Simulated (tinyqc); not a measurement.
RKS/PBE0 in the sto-3g basis, for H2F+, spin multiplicity 1, step by step (part 2 of 2). Computed by tinyqc, a small Python program that keeps every step (integrals from PySCF). Command: `OMP_NUM_THREADS=1 python tinyqc.py 25495 25496 out.jsonl` (the two numbers bound the seeds that draw the settings). One thread of a shared host (Intel(R) Xeon(R) Processor @ 2.60GHz), about 0.8 s of CPU time with the checks.

Geometry (angstrom):
```
atom       x        y       z
F     0.0000   0.0000  0.0000
H     0.0000   0.8310  0.4810
H     0.0000  -0.8310  0.4810
```

## Iteration 2: diagonalisation and new density

Kohn-Sham matrix F (hartree):
```
           1F 1s    1F 2s   1F 2px   1F 2py   1F 2pz    2H 1s    3H 1s
1F 1s   -24.2002  -6.2587   0.0000   0.0000  -0.0133  -1.1871  -1.1871
1F 2s    -6.2587  -2.8309   0.0000   0.0000  -0.1645  -0.9884  -0.9884
1F 2px    0.0000   0.0000  -0.3864   0.0000   0.0000   0.0000   0.0000
1F 2py    0.0000   0.0000   0.0000  -0.5377   0.0000  -0.3882   0.3882
1F 2pz   -0.0133  -0.1645   0.0000   0.0000  -0.4385  -0.2722  -0.2722
2H 1s    -1.1871  -0.9884   0.0000  -0.3882  -0.2722  -0.7659  -0.3362
3H 1s    -1.1871  -0.9884   0.0000   0.3882  -0.2722  -0.3362  -0.7659
```

X:
```
          1F 1s    1F 2s  1F 2px   1F 2py   1F 2pz    2H 1s    3H 1s
1F 1s    1.0240  -0.1393  0.0000   0.0000  -0.0062   0.0193   0.0193
1F 2s   -0.1393   1.1831  0.0000   0.0000   0.0627  -0.2418  -0.2418
1F 2px   0.0000   0.0000  1.0000   0.0000   0.0000   0.0000   0.0000
1F 2py   0.0000   0.0000  0.0000   1.0895   0.0000  -0.1979   0.1979
1F 2pz  -0.0062   0.0627  0.0000   0.0000   1.0244  -0.0945  -0.0945
2H 1s    0.0193  -0.2418  0.0000  -0.1979  -0.0945   1.1470  -0.0812
3H 1s    0.0193  -0.2418  0.0000   0.1979  -0.0945  -0.0812   1.1470
```

D after iteration 1:
```
          1F 1s    1F 2s  1F 2px   1F 2py   1F 2pz    2H 1s    3H 1s
1F 1s    2.1238  -0.5328  0.0000   0.0000  -0.0023   0.0255   0.0255
1F 2s   -0.5328   2.3114  0.0000   0.0000   0.0212  -0.1396  -0.1396
1F 2px   0.0000   0.0000  2.0000   0.0000   0.0000   0.0000   0.0000
1F 2py   0.0000   0.0000  0.0000   1.9476   0.0000  -0.0262   0.0262
1F 2pz  -0.0023   0.0212  0.0000   0.0000   1.9787  -0.0009  -0.0009
2H 1s    0.0255  -0.1396  0.0000  -0.0262  -0.0009   0.0812  -0.0225
3H 1s    0.0255  -0.1396  0.0000   0.0262  -0.0009  -0.0225   0.0812
```

overlap S:
```
         1F 1s   1F 2s  1F 2px   1F 2py  1F 2pz   2H 1s    3H 1s
1F 1s   1.0000  0.2380  0.0000   0.0000  0.0000  0.0446   0.0446
1F 2s   0.2380  1.0000  0.0000   0.0000  0.0000  0.4204   0.4204
1F 2px  0.0000  0.0000  1.0000   0.0000  0.0000  0.0000   0.0000
1F 2py  0.0000  0.0000  0.0000   1.0000  0.0000  0.2891  -0.2891
1F 2pz  0.0000  0.0000  0.0000   0.0000  1.0000  0.1674   0.1674
2H 1s   0.0446  0.4204  0.0000   0.2891  0.1674  1.0000   0.2026
3H 1s   0.0446  0.4204  0.0000  -0.2891  0.1674  0.2026   1.0000
```

A level shift of 1 hartree raises the virtual space: F + shift (S - S D(s) S), with D(s) the density of one spin (D/2). Diagonalise F' = X^T F X, C = X C', fill 5 alpha and 5 beta electrons from the bottom; D = 2 C_occ C_occ^T; the new density keeps 0.5 of the old one (damping). Each column has its largest component positive (the first on a tie).

F' = X^T F X (hartree):
```
          1        2        3        4        5        6        7
1  -23.7301  -3.2980   0.0000   0.0000  -0.0266  -0.1580  -0.1580
2   -3.2980  -1.4747   0.0000   0.0000  -0.0158  -0.5317  -0.5317
3    0.0000   0.0000  -0.3864   0.0000   0.0000   0.0000   0.0000
4    0.0000   0.0000   0.0000  -0.2572   0.0000  -0.4740   0.4740
5   -0.0266  -0.0158   0.0000   0.0000  -0.3578  -0.2584  -0.2584
6   -0.1580  -0.5317   0.0000  -0.4740  -0.2584   0.5224  -0.0851
7   -0.1580  -0.5317   0.0000   0.4740  -0.2584  -0.0851   0.5224
```

orbital energies (hartree): MO1 -24.2130, MO2 -1.3140, MO3 -0.6226, MO4 -0.4272, MO5 -0.3864, MO6 0.8290, MO7 0.9729

coefficients C:
```
            MO1      MO2      MO3      MO4     MO5      MO6      MO7
1F 1s    0.9936  -0.2529   0.0000   0.0685  0.0000   0.1140   0.0000
1F 2s    0.0280   0.9474   0.0000  -0.3098  0.0000  -0.7387   0.0000
1F 2px   0.0000   0.0000   0.0000   0.0000  1.0000   0.0000   0.0000
1F 2py   0.0000   0.0000   0.8226   0.0000  0.0000   0.0000  -0.7672
1F 2pz   0.0026   0.1710   0.0000   0.9300  0.0000  -0.4209   0.0000
2H 1s   -0.0057   0.0676   0.2418   0.1146  0.0000   0.7861   0.8572
3H 1s   -0.0057   0.0676  -0.2418   0.1146  0.0000   0.7861  -0.8572
```

D after iteration 2:
```
          1F 1s    1F 2s  1F 2px   1F 2py   1F 2pz    2H 1s    3H 1s
1F 1s    2.1177  -0.4994  0.0000   0.0000   0.0218  -0.0022  -0.0022
1F 2s   -0.4994   2.1500  0.0000   0.0000  -0.1154  -0.0414  -0.0414
1F 2px   0.0000   0.0000  2.0000   0.0000   0.0000   0.0000   0.0000
1F 2py   0.0000   0.0000  0.0000   1.6505   0.0000   0.1858  -0.1858
1F 2pz   0.0218  -0.1154  0.0000   0.0000   1.8834   0.1176   0.1176
2H 1s   -0.0022  -0.0414  0.0000   0.1858   0.1176   0.1168  -0.0520
3H 1s   -0.0022  -0.0414  0.0000  -0.1858   0.1176  -0.0520   0.1168
```

## Iteration 47 (converged): orbitals

converged F (hartree):
```
           1F 1s    1F 2s   1F 2px   1F 2py   1F 2pz    2H 1s    3H 1s
1F 1s   -25.0386  -6.4358   0.0000   0.0000  -0.0201  -1.2204  -1.2204
1F 2s    -6.4358  -3.2228   0.0000   0.0000  -0.1457  -1.1076  -1.1076
1F 2px    0.0000   0.0000  -0.7894   0.0000   0.0000   0.0000   0.0000
1F 2py    0.0000   0.0000   0.0000  -0.8982   0.0000  -0.4615   0.4615
1F 2pz   -0.0201  -0.1457   0.0000   0.0000  -0.8249  -0.3131  -0.3131
2H 1s    -1.2204  -1.1076   0.0000  -0.4615  -0.3131  -0.8718  -0.3674
3H 1s    -1.2204  -1.1076   0.0000   0.4615  -0.3131  -0.3674  -0.8718
```

Diagonalise F' = X^T F X, C = X C', fill 5 alpha and 5 beta electrons from the bottom; D = 2 C_occ C_occ^T. Each column has its largest component positive (the first on a tie).

F' = X^T F X (hartree):
```
          1        2        3        4        5        6        7
1  -24.5683  -3.3225   0.0000   0.0000  -0.0311  -0.1750  -0.1750
2   -3.3225  -1.9230   0.0000   0.0000  -0.0369  -0.4011  -0.4011
3    0.0000   0.0000  -0.7894   0.0000   0.0000   0.0000   0.0000
4    0.0000   0.0000   0.0000  -0.7075   0.0000  -0.3373   0.3373
5   -0.0311  -0.0369   0.0000   0.0000  -0.7702  -0.1839  -0.1839
6   -0.1750  -0.4011   0.0000  -0.3373  -0.1839  -0.4629  -0.0806
7   -0.1750  -0.4011   0.0000   0.3373  -0.1839  -0.0806  -0.4629
```

orbital energies (hartree): MO1 -25.0501, MO2 -1.7078, MO3 -1.0490, MO4 -0.8394, MO5 -0.7894, MO6 -0.2078, MO7 -0.0409

coefficients C:
```
            MO1      MO2      MO3      MO4     MO5      MO6      MO7
1F 1s    0.9940  -0.2472   0.0000   0.0796  0.0000   0.1156   0.0000
1F 2s    0.0263   0.9191   0.0000  -0.3857  0.0000  -0.7387   0.0000
1F 2px   0.0000   0.0000   0.0000   0.0000  1.0000   0.0000   0.0000
1F 2py   0.0000   0.0000   0.7230   0.0000  0.0000   0.0000   0.8617
1F 2pz   0.0027   0.1521   0.0000   0.8813  0.0000  -0.5210   0.0000
2H 1s   -0.0054   0.0975   0.3445   0.1952  0.0000   0.7669  -0.8214
3H 1s   -0.0054   0.0975  -0.3445   0.1952  0.0000   0.7669   0.8214
```

D after iteration 47:
```
          1F 1s    1F 2s  1F 2px   1F 2py   1F 2pz    2H 1s    3H 1s
1F 1s    2.1109  -0.4635  0.0000   0.0000   0.0705  -0.0279  -0.0279
1F 2s   -0.4635   1.9884  0.0000   0.0000  -0.4000   0.0284   0.0284
1F 2px   0.0000   0.0000  2.0000   0.0000   0.0000   0.0000   0.0000
1F 2py   0.0000   0.0000  0.0000   1.0455   0.0000   0.4981  -0.4981
1F 2pz   0.0705  -0.4000  0.0000   0.0000   1.5995   0.3736   0.3736
2H 1s   -0.0279   0.0284  0.0000   0.4981   0.3736   0.3325  -0.1421
3H 1s   -0.0279   0.0284  0.0000  -0.4981   0.3736  -0.1421   0.3325
```

## Convergence

Stop when the energy changes by less than 1e-09 hartree and every element of the error matrix X^T (F D S - S D F) X is below 9e-06.

Course of the cycle:
```
iteration  E (hartree)     change  largest element of the error matrix
1           -97.810978          -                             6.43e-01
2           -98.298548  -4.88e-01                             5.47e-01
3           -98.609896  -3.11e-01                             4.16e-01
4           -98.786570  -1.77e-01                             2.92e-01
5           -98.880202  -9.36e-02                             1.95e-01
6           -98.928171  -4.80e-02                             1.27e-01
7           -98.952380  -2.42e-02                             8.08e-02
8           -98.964538  -1.22e-02                             5.08e-02
9           -98.970648  -6.11e-03                             3.16e-02
10          -98.973732  -3.08e-03                             1.95e-02
11          -98.975298  -1.57e-03                             1.28e-02
12          -98.976100  -8.02e-04                             9.37e-03
13          -98.976514  -4.14e-04                             7.02e-03
14          -98.976731  -2.17e-04                             5.37e-03
...                ...        ...                                  ...
34          -98.976988  -1.58e-08                             9.72e-05
35          -98.976988  -1.07e-08                             8.03e-05
36          -98.976988  -7.26e-09                             6.63e-05
37          -98.976988  -4.94e-09                             5.48e-05
38          -98.976988  -3.36e-09                             4.52e-05
39          -98.976988  -2.29e-09                             3.74e-05
40          -98.976988  -1.56e-09                             3.09e-05
41          -98.976988  -1.06e-09                             2.55e-05
42          -98.976988  -7.21e-10                             2.10e-05
43          -98.976988  -4.91e-10                             1.74e-05
44          -98.976988  -3.34e-10                             1.43e-05
45          -98.976988  -2.28e-10                             1.18e-05
46          -98.976988  -1.55e-10                             9.78e-06
47          -98.976988  -1.06e-10                             8.07e-06
```

PySCF RKS in the same basis, fine grid = -99.148110 hartree

Converged in 47 iterations. The coarse grid moves the energy by +1.71e-01 hartree.

## Populations, bond orders and dipole

Mulliken: Z minus the diagonal of D S on the atom; Loewdin: the same with S^(1/2) D S^(1/2); Mayer order: 2 sum_s sum (D(s) S)_ij (D(s) S)_ji over the two atoms.

Charges (e):
```
atom  Mulliken  Loewdin
1F      0.0419   0.2103
2H      0.4790   0.3949
3H      0.4790   0.3949
```

Mayer bond orders:
```
pair   order
2-1   0.7493
3-1   0.7493
3-2   0.0212
```

dipole moment about the origin, x y z (debye): 0.0000  0.0000  2.5825
